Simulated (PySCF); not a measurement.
Ionisation energies (eV) were calculated with PySCF 2.14 by UHF, PBE, MP2 (valence), in another order, as differences of total energies without spin-orbit coupling. The measured values are between term centres (NIST).

```csv
species,measured,A,B,C
"F (aug-cc-pCVTZ-DK with one added diffuse shell each of s, p, d, f type, spin-free X2C)",17.427,17.305,17.656,15.654
"Si⁺ (aug-cc-pCVTZ-DK with one added diffuse shell each of s, p, d, f type, spin-free X2C)",16.322,16.086,16.389,15.818
"P (aug-cc-pCVTZ-DK with one added diffuse shell each of s, p, d, f type, spin-free X2C)",10.526,10.483,10.481,9.896
"S (aug-cc-pCVTZ-DK with one added diffuse shell each of s, p, d, f type, spin-free X2C)",10.336,9.991,10.420,9.222
"Mn (aug-cc-pwCVTZ-DK with one added diffuse shell each of s, p, d, f, g type, spin-free X2C)",7.434,7.070,7.240,6.022
"Sb (aug-cc-pwCVTZ-DK3 with one added diffuse shell each of s, p, d, f type, spin-free X2C)",9.124,8.989,8.965,8.568
"Te (aug-cc-pwCVTZ-DK3 with one added diffuse shell each of s, p, d, f type, spin-free X2C)",8.749,8.378,8.743,7.735
"I (aug-cc-pwCVTZ-DK3 with one added diffuse shell each of s, p, d, f type, spin-free X2C)",10.519,10.301,10.515,9.542
```

Problem. Which column is which method?

Solution. A is MP2 (valence) (mean error -0.23 eV); B is PBE (mean error 0.00 eV); C is UHF (mean error -1.00 eV). Valence MP2 in a finite basis recovers only part of the missing correlation, so it stays below experiment on average. PBE, with gradient corrections, lies close to experiment on average, with errors of both signs. Hartree-Fock lacks the correlation of the electron removed and comes out lowest.
